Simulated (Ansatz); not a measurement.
This script makes vertical spin-state energies of C₄H₃O, SMILES CC#C[C]=O with the Ansatz DFT code, driven from Python.

The script, `c4h3o_spin.py`:
```python
"""Vertical spin-state energies of C4H3O."""

import ansatz as az

system = (
    az.Crystal.molecule()
    .atom("C", (-1.4746, 0.1306, 0.1554))
    .atom("C", (-0.0479, -0.1172, -0.0535))
    .atom("C", (1.1277, -0.3213, -0.2255))
    .atom("C", (2.527, -0.5646, -0.4305))
    .atom("O", (3.3743, 0.2928, -0.0706))
    .atom("H", (-1.6466, 1.2195, 0.2805))
    .atom("H", (-2.0462, -0.2355, -0.7222))
    .atom("H", (-1.8136, -0.4042, 1.0665))
)

calculation = (
    system.calculation()
    .basis(gaussian="def2-TZVP")
    .functional("B3LYP", dispersion="d4")
)
found = {}
for unpaired in [1, 3]:
    data = calculation.spin("collinear", total=unpaired).run(threads=1, backend="cpu").report
    s = unpaired / 2
    found[unpaired] = data["free_energy_ev"]
    print(f"2S+1 = {unpaired + 1}: E = {found[unpaired]:.5f} eV, <S^2> = {abs(data['mean_field']['state']['spin_squared']):.3f} (pure state {s * (s + 1):.2f})")
lowest = min(found, key=found.get)
for unpaired, e in found.items():
    print(f"multiplicity {unpaired + 1}: {(e - found[lowest]):.3f} eV above the lowest")
```

Which spin state is lowest at this geometry, and how far above lie the others?

In order: multiplicity 2 (+0.00 eV) and multiplicity 4 (+3.67 eV), all at the one geometry.

What the script printed:

```console
$ python c4h3o_spin.py
2S+1 = 2: E = -6242.81827 eV, <S^2> = 0.755 (pure state 0.75)
2S+1 = 4: E = -6239.14599 eV, <S^2> = 3.770 (pure state 3.75)
multiplicity 2: 0.000 eV above the lowest
multiplicity 4: 3.672 eV above the lowest
```

Total energies depend on the basis set; only differences at equal settings carry meaning. The geometry is a force-field or estimated start, not a minimum of this method, and the basis set is short of its limit. All parts are taken at fixed geometry, without zero-point energy. The species is open-shell (spin multiplicity 2). b3lyp holds the VWN-RPA fit, as in Gaussian; the form of ORCA and Turbomole is b3lyp5. Timing: 28 s on 1 thread of Arm Neoverse V2 (shared host), peak memory 0.57 GiB.

(Lines on the test bed's own set-up are left out of the output.)
